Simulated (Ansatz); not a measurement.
# H4OSi: the cost of one run

All numbers below are computed with Ansatz 0.2.0 (RKS PBE/def2-SVPD).

**1. The starting structure**

Bond lengths: Si1–H2 1.660 Å, Si1–H3 1.660 Å, Si1–H4 1.459 Å, Si1–O5 1.679 Å, O5–H6 1.010 Å. Angles: H2–Si1–H3 35.4°, H2–Si1–H4 123.4°, H2–Si1–O5 123.4°, H3–Si1–H4 123.4°, H3–Si1–O5 123.4°, H4–Si1–O5 109.5°, Si1–O5–H6 109.5°.

Coordinates:

```xyz
6

Si    0.0000    0.0000    0.0000
H     0.9994    0.0000    1.3254
H     1.5827    0.0000    0.5009
H    -0.6877    1.1914   -0.4862
O    -0.7913   -1.3709   -0.5594
H    -1.2459   -1.8365    0.2129
```

**2. Pulling towards end A**

Springs on the bonds that form and break draw the guess towards this end; the thresholds are loose.

File input.yaml:

```yaml
crystal:
  periodic: [false, false, false]
  atoms:
    - { symbol: Si, position_ang: [0.0, 0.0, 0.0] }
    - { symbol: H, position_ang: [0.9994, 0.0, 1.3254] }
    - { symbol: H, position_ang: [1.5827, 0.0, 0.5009] }
    - { symbol: H, position_ang: [-0.6877, 1.1914, -0.4862] }
    - { symbol: O, position_ang: [-0.7913, -1.3709, -0.5594] }
    - { symbol: H, position_ang: [-1.2459, -1.8365, 0.2129] }
basis:
  gaussian: { orbitals: def2-SVPD }
hamiltonian:
  xc: pbe
relax:
  f_tol: 0.15
  max_steps: 25
  restrain:
    - { distance: [1, 2], at: 1.86, k: 30.0 }
    - { distance: [0, 1], at: 1.46, k: 30.0 }
    - { distance: [0, 2], at: 1.46, k: 30.0 }
```

The run is started by

```
$ ansatz run input.yaml --threads 1 --pin off --max-ram 2048MiB --backend cpu --events-out ev --progress --plain --runs-dir out
```

**Question.** How long does this run take on 1 thread of Arm Neoverse V1, shared host, and how much memory does it need?

About 11 s, with a peak of 0.12 GiB.
